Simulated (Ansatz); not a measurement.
Relaxation of CH$_{7}$B (9 atoms, charge 0, multiplicity 1), to a largest force component of 0.03 eV/Å in at most 50 steps.

Computed with RKS B3LYP-D4/def2-SVP (Ansatz 0.2.0).

```xyz
9
Properties=species:S:1:pos:R:3
B -0.124 -0.632 0.575
C -0.494 0.835 0.107
H -0.781 -1.579 0.213
H 0.757 -0.817 1.380
H 1.081 -0.426 -1.156
H 1.454 -1.015 -1.256
H -1.008 0.894 -0.864
H -1.227 1.190 0.863
H 0.341 1.550 0.138
```

Q: Where does it end, and by what steps?

A: The forces met the threshold. After 8 steps the energy has fallen by 0.134 eV; H5 moved furthest, 0.58 Å.

```tsv
step	energy less start (eV)	largest force component (eV/Å)	accepted
0	0.0000	2.076	yes
1	-0.1039	0.519	yes
2	-0.1228	0.328	yes
3	-0.1312	0.084	yes
4	-0.1306	0.274	no
5	-0.1326	0.051	yes
6	-0.1336	0.165	yes
7	-0.1331	0.175	no
8	-0.1344	0.029	yes
```

```xyz
9
Properties=species:S:1:pos:R:3
B -0.166 -0.547 0.578
C -0.588 0.902 0.191
H -0.801 -1.503 0.196
H 0.739 -0.744 1.356
H 1.463 -0.620 -1.543
H 1.594 -1.311 -1.249
H -1.132 0.994 -0.762
H -1.320 1.173 0.985
H 0.212 1.656 0.249
```

Run time: 11 s on 1 CPU thread of a shared host.
